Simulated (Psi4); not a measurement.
Reaction (SMILES): O=CO + 3 [H][H] (H2) → C (CH4) + 2 O (H2O)
B3LYP-D3(BJ)/def2-TZVP geometries, fixed; electronic energies without zero-point terms.

Basis-set convergence of the energy of full hydrogenation at PBE with Psi4. Cartesian d functions, on some or all atoms, in 6-31G*, 6-31+G*; all else is spherical. Density fitting with the program's default auxiliary sets. Psi4's default fitting sets serve the pcseg sets less well. Species with rotatable bonds are taken in one conformer. No added dispersion term, no relativity. Functions are those of the species that has most. Reference: the value in def2-QZVPPD, -52.56 kcal/mol, itself unsure by roughly 2.03 kcal/mol (its mean distance from def2-QZVPP, cc-pVQZ). Deviations are taken from unrounded values.

```
basis            functions  energy of full hydrogenation (kcal/mol)  minus reference (kcal/mol)
---------------  ---------  ---------------------------------------  --------------------------
STO-3G                  17                                    -6.98                       45.58
6-31G                   31                                   -40.09                       12.47
pcseg-0                 31                                   -28.08                       24.48
6-31G*                  49                                   -30.83                       21.72
def2-SVP                52                                   -37.16                       15.40
6-31+G*                 61                                   -42.44                       10.12
6-311G**                66                                   -41.43                       11.13
6-311+G**               78                                   -51.36                        1.20
def2-SVPD               82                                   -56.06                       -3.50
aug-cc-pVDZ             87                                   -56.58                       -4.02
6-311++G(2d,2p)        101                                   -53.45                       -0.89
cc-pVTZ                118                                   -46.59                        5.97
pcseg-2                118                                   -51.31                        1.25
def2-TZVPD             135                                   -50.41                        2.15
jun-cc-pV(T+d)Z        145                                   -52.67                       -0.11
def2-TZVPPD            151                                   -52.90                       -0.34
cc-pVQZ                225                                   -49.55                        3.00
def2-QZVPP             231                                   -51.51                        1.05
```
